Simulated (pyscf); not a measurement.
## Elimination: H₃C–CH₂–SiH₃ (SMILES CC[SiH3]) -> H₂C=CH₂ (SMILES C=C) + SiH₄ (SMILES [SiH4])

Gas phase, singlet surface, charge 0. Bonds broken: C1–H9, C2–Si3. Bonds formed: Si3–H9. Single points on ωB97X-D3(BJ)/def2-SVP structures (PySCF, gas phase). Correlated levels are frozen-core, on RHF or UHF. ΔMP2 is the change of the MP2 total energy from the triple- to the quadruple-zeta basis.

Transition state (Å):

```xyz
11

C      0.8429     0.3061     0.3521
C     -0.2086     0.9867     0.9926
Si    -0.8756     1.0402    -1.0902
H     -1.5105    -0.2693    -0.7083
H      0.8951    -0.7866     0.3943
H      1.7871     0.8220     0.1497
H     -0.9418     0.4111     1.5627
H     -0.0509     2.0176     1.3186
H      0.5158     0.2453    -1.2408
H     -1.9174     1.4612    -2.1222
H     -0.0768     2.3151    -1.1012
```

One imaginary mode, 1126i cm⁻¹; descent along it reached the two sides named, in the forms told below.

```tsv
bond	change	reactant side (Å)	saddle	product side
C1–H9	breaks	1.104	1.627	3.1
C2–Si3	breaks	1.884	2.188	3.6
Si3–H9	forms	2.8	1.609	1.490
```

Electronic energies relative to the reactant's lowest minimum found (kcal/mol):

| level | barrier | reaction energy | reverse barrier |
|---|---|---|---|
| ωB97X-D3(BJ)/def2-TZVP | 85.1 | +36.2 | 48.9 |
| PBE/def2-TZVP | 74.0 | +32.6 | 41.4 |
| r²SCAN/def2-TZVP | 77.8 | +34.2 | 43.6 |
| B3LYP-D3(BJ)/def2-TZVP | 81.4 | +31.1 | 50.3 |
| PBE0-D3(BJ)/def2-TZVP | 79.9 | +36.9 | 43.1 |
| M06-2X/def2-TZVP | 82.4 | +33.7 | 48.6 |
| ωB97M-D3(BJ)/def2-TZVP | 82.4 | +33.1 | 49.4 |
| HF/def2-TZVP | 99.9 | +25.7 | 74.1 |
| MP2/def2-QZVPP | 84.3 | +35.0 | 49.3 |
| CCSD/def2-TZVPP | 87.1 | +31.5 | 55.6 |
| CCSD(T)/def2-TZVPP | 83.6 | +31.6 | 52.0 |
| CCSD(T)/def2-TZVPP + ΔMP2(QZVPP) | 83.6 | +32.0 | 51.6 |

With CCSD(T)/def2-TZVPP + ΔMP2(QZVPP) energies and thermal terms (ideal gas, 1 atm, RRHO with modes under 100 cm⁻¹ raised to 100, one conformer, R ln 2 for chiral ones without a mode under 150 cm⁻¹), in kcal/mol:

| T (K) | ΔH‡ | ΔG‡ | ΔH | ΔG |
|---|---|---|---|---|
| 298 | 80.3 | 81.4 | +28.1 | +19.1 |
| 600 | 80.1 | 82.6 | +27.8 | +10.1 |
| 900 | 79.8 | 84.0 | +27.0 | +1.3 |
| 1200 | 79.6 | 85.4 | +26.1 | -7.1 |

On the reactant side the descent ends in a point that may be a rotor saddle (no frequency run), 2.5 kcal/mol over the lowest minimum found and 82.6 kcal/mol under the saddle at ωB97X-D3(BJ)/def2-TZVP. H₃C–CH₂–SiH₃ lies 12.8 kcal/mol over its isomer H₃C–SiH₂–CH₃ (electronic energy, ωB97M-D3(BJ)/def2-TZVP). One saddle was located; it need not be the lowest between these sides. The CCSD(T) − MP2 part came from Ansatz, without density fitting, on the same reference.
